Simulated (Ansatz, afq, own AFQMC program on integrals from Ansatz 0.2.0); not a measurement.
## SiH₄⁻, doublet: AFQMC among the cluster methods

```xyz
5

Si   -0.0025    0.0025    0.0025
H     0.8622    0.8706    0.8719
H    -0.8725   -0.8644    0.8678
H    -0.8673    0.8692   -0.8682
H     0.9468   -0.9444   -0.9403
```

Basis 6-31++G**. Noble-gas cores (and the filled d shells of Ga–Kr and In–Xe) are frozen. Ansatz 0.2.0 and our own AFQMC program on the same integrals; the CISD trial comes from CCSD amplitudes, and released means the phaseless constraint is let go. Error bars are statistical, one sigma.

Determinant: UHF, the one that the program's search chose, which needn't be the lowest solution. The geometry is a point of a scan.

No full CI on the walks' own integrals is used here; CCSDT(Q) serves as the reference and is uncertain by about the last step of the cluster series.

The T1 diagnostic is 0.0157 and the weight of the determinant in the CISD state is 0.916. The ⟨S²⟩ of the determinant is 0.751 and the size of the correlated space is 9 electrons in 42 orbitals.

Reference: CCSDT(Q), correlation energy -4.032 eV. The released energy is read at 1.62 1/Eh, later times being too noisy (meV from the phaseless value at times in 1/Eh: 3 ± 6 at 0.24, 6 ± 5 at 0.51, 3 ± 6 at 0.99, 3 ± 6 at 1.62, -2 ± 8 at 2.40).

```csv
level,E − E(reference) (mEh),share of correlation (%)
HF,148.18,0.00
MP2,31.98,78.42
CCSD,3.98,97.31
CCSD(T),0.81,99.45
CCSDT,0.06,99.96
ph-AFQMC/CISD,0.13 ± 0.15,99.91
released AFQMC,0.23 ± 0.22,99.85
```

A walk keeps the symmetry of its determinant, which the program's search chose and which needn't be the lowest solution, so a lower state of the same spin and another symmetry isn't excluded. Released energies are given only where the last usable release times agree within the noise; a slower fall can still hide under it.
